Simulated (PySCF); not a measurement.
Trends in electronic spectra. Computed with PySCF 2.14.0, density-fitted response routines, TDDFT PBE0/def2-SVPD, vertical, gas phase, core orbitals frozen in the response. Geometries: GFN2-xTB; one conformer of each isolated species. Triplets are in the Tamm–Dancoff approximation. Ions are computed without counter-ions or solvent.

Question: Rank by computed HOMO energy, lowest first.
A. `CPC` (C2H7P)
B. `C#CC(=O)NCC1CC1` (C7H9NO)
C. `CO/C=C(/C#N)O/C=C/F` (C6H6FNO2)
D. `N#C[C@@H]1OC[C@@]12CO[C@H]2F` (C6H6FNO2)
E. `C[n+]1cccc(Cl)c1` ([C6H7ClN]+)
F. `C=C(C)C#CC(=O)NC` (C7H9NO)
G. `C=NC(=C)O[SiH2]C=O` (C4H7NO2Si)
H. `[H]/N=C\c1ncsn1` (C3H3N3S)

Answer: E (-12.44 eV), D (-8.63 eV), H (-7.86 eV), B (-7.60 eV), F (-7.22 eV), A (-6.76 eV), C (-6.62 eV), G (-6.47 eV).

| SMILES | HOMO (eV) | T1 (eV) | S1 (eV) | first f ≥ 0.01 (nm) | gap (eV) | f (S1) | S1 mainly |
| --- | --- | --- | --- | --- | --- | --- | --- |
| C[n+]1cccc(Cl)c1 | -12.44 | 3.56 | 4.72 | 263 | 5.54 | 0.058 | H→L (93%) |
| N#C[C@@H]1OC[C@@]12CO[C@H]2F | -8.63 | 5.93 | 6.49 | 169 | 8.06 | 0.005 | H→L (96%) |
| [H]/N=C\c1ncsn1 | -7.86 | 3.50 | 4.24 | 224 | 5.77 | 0.002 | H→L (87%) |
| C#CC(=O)NCC1CC1 | -7.60 | 4.42 | 4.95 | 210 | 6.67 | 0.000 | H-1→L (93%) |
| C=C(C)C#CC(=O)NC | -7.22 | 3.23 | 4.49 | 245 | 5.67 | 0.002 | H-2→L (58%) |
| CPC | -6.76 | 5.25 | 6.17 | 201 | 7.30 | 0.033 | H→L (98%) |
| CO/C=C(/C#N)O/C=C/F | -6.62 | 3.30 | 4.81 | 258 | 5.53 | 0.035 | H→L+1 (73%) |
| C=NC(=C)O[SiH2]C=O | -6.47 | 2.78 | 3.22 | 385 | 4.42 | 0.015 | H→L (90%) |

H and L stand for HOMO and LUMO.

- `C[n+]1cccc(Cl)c1`: Löwdin shares by element: HOMO chlorine 41%, carbon 41% or more (atoms not listed hold the other 18%); LUMO carbon 51% or more, nitrogen 20% (atoms not listed hold the other 29%).
- `N#C[C@@H]1OC[C@@]12CO[C@H]2F`: Löwdin shares by element: HOMO oxygen 53% or more, carbon 17% or more, hydrogen 6% or more (atoms not listed hold the other 23%); LUMO carbon 31% or more, nitrogen 20%, oxygen 14% or more (atoms not listed hold the other 34%).
- `[H]/N=C\c1ncsn1`: Löwdin shares by element: HOMO nitrogen 62% or more, carbon 20% or more, hydrogen 7% or more; LUMO nitrogen 38% or more, sulfur 20%, carbon 13% or more (atoms not listed hold the other 29%).
- `C#CC(=O)NCC1CC1`: Löwdin shares by element: HOMO nitrogen 40%, oxygen 24%, carbon 14% or more (atoms not listed hold the other 22%); LUMO carbon 63% or more, oxygen 17% (atoms not listed hold the other 20%).
- `C=C(C)C#CC(=O)NC`: Löwdin shares by element: HOMO carbon 74% or more (atoms not listed hold the other 26%); LUMO carbon 64% or more (atoms not listed hold the other 36%).
- `CPC`: Löwdin shares by element: HOMO phosphorus 64%, carbon 22%, hydrogen 7% or more; LUMO carbon 34%, phosphorus 24%, hydrogen 11% or more (atoms not listed hold the other 31%).
- `CO/C=C(/C#N)O/C=C/F`: Löwdin shares by element: HOMO carbon 39% or more, oxygen 20% or more (atoms not listed hold the other 41%); LUMO carbon 60% or more, nitrogen 17% (atoms not listed hold the other 24%).
- `C=NC(=C)O[SiH2]C=O`: Löwdin shares by element: HOMO oxygen 51% or more, carbon 19% or more, silicon 10%, hydrogen 9% or more; LUMO carbon 49% or more, nitrogen 24% (atoms not listed hold the other 26%).
